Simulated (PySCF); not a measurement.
Molecule: `InChI=1S/C7H5N/c8-6-7-4-2-1-3-5-7/h1-5H`.

Numbering as in the mapped SMILES `[N:1]#[C:2][c:3]1[cH:4][cH:5][cH:6][cH:7][cH:8]1` (H(Xn): hydrogen on atom n).

Geometry PBE0-D3(BJ)/def2-SVP throughout; GIAO in PySCF, gas phase, one conformer, non-relativistic; equivalent atoms averaged; basis pcSseg-1.

Q: How do the shifts δ (against NH3, TMS at the same level) depend on the functional? (ppm; last column core-seconds on shared hosts with different chips, so compare them loosely; the GGAs took longer than the global hybrids here, which isn't the general rule, and the cause wasn't traced)

A: 
| functional | kind | N1 | C4/C8 | C6 | C5/C7 | C2 | C3 | H(C4)/H(C8) | H(C6) | H(C5)/H(C7) | core-s |
| --- | --- | --- | --- | --- | --- | --- | --- | --- | --- | --- | --- |
| HF | Hartree–Fock | 326.0 | 143.5 | 141.8 | 134.7 | 124.2 | 119.7 | 7.99 | 7.82 | 7.61 | 9.3 |
| PBE | GGA | 318.3 | 136.6 | 134.5 | 132.2 | 122.5 | 115.9 | 7.60 | 7.50 | 7.45 | 27 |
| BLYP | GGA | 318.9 | 137.4 | 135.1 | 132.8 | 121.2 | 116.8 | 7.48 | 7.37 | 7.31 | 19 |
| BP86 | GGA | 315.3 | 136.5 | 134.4 | 132.2 | 122.2 | 115.8 | 7.60 | 7.49 | 7.44 | 26 |
| PBE0 | global hybrid | 320.1 | 139.5 | 137.5 | 134.3 | 124.2 | 118.3 | 7.77 | 7.65 | 7.58 | 15 |
| CAM-B3LYP | range-separated hybrid | 323.4 | 143.4 | 141.5 | 137.6 | 125.0 | 122.2 | 7.74 | 7.62 | 7.52 | 22 |
| wB97X-D | range-separated hybrid | 316.2 | 140.9 | 139.0 | 135.2 | 124.4 | 119.8 | 7.79 | 7.67 | 7.58 | 21 |
| LC-wPBE | range-separated hybrid | 317.6 | 145.5 | 143.8 | 139.4 | 127.6 | 124.1 | 7.94 | 7.83 | 7.72 | 34 |

Q: Which nucleus moves most, in ppm?

A: N1 (nitrile nitrogen): from 315.3 ppm with BP86 to 326.0 ppm with HF. The smallest spread is 0.40 ppm, at H(C5)/H(C7). Proton shifts span only some 12 ppm, so a few tenths of a ppm matter as much there as several ppm in carbon.
